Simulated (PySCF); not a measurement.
# One molecule, a ladder of functionals, a line

Molecule: `CP(C)(C)=O`, C$_{3}$H$_{9}$OP.

Atoms are numbered as in `[CH3:1][P:2]([CH3:3])([CH3:4])=[O:5]`; H(Xn) means a hydrogen on atom n.

GIAO shieldings (ppm, equivalent atoms averaged) in PySCF 2.14.0 with density-fitted response routines on the PBE0-D3(BJ)/def2-SVP geometry, basis pcSseg-1, gas phase, non-relativistic:

```csv
functional,exact exchange (%),σ(C1/C3/C4),σ(P2),σ(O5)
BLYP,0,154.9,282.7,200.9
BP86,0,159.3,294.8,204.2
PBE,0,159.7,297.2,204.1
B3LYP,20,159.3,294.0,213.7
PBE0,25,164.7,310.6,220.2
HF,100,173.7,348.2,259.9
```

**Question.** Fit each shielding as a line in the percentage of exact exchange.

**Answer.** σ(C1/C3/C4) = 158.1 + 0.16 x (rms 2.0 ppm); σ(P2) = 290.8 + 0.57 x (rms 6.1 ppm); σ(O5) = 203.4 + 0.57 x (rms 1.6 ppm). The functionals also differ in their semilocal parts, which the line can't hold; Hartree–Fock has no correlation at all.

**Question.** What does the line predict for mPW1PW91 (25 %), and what does the run give?

**Answer.** σ(C1/C3/C4): 162.1 predicted, 163.8 computed; σ(P2): 305.1 predicted, 308.2 computed; σ(O5): 217.7 predicted, 221.0 computed ppm.
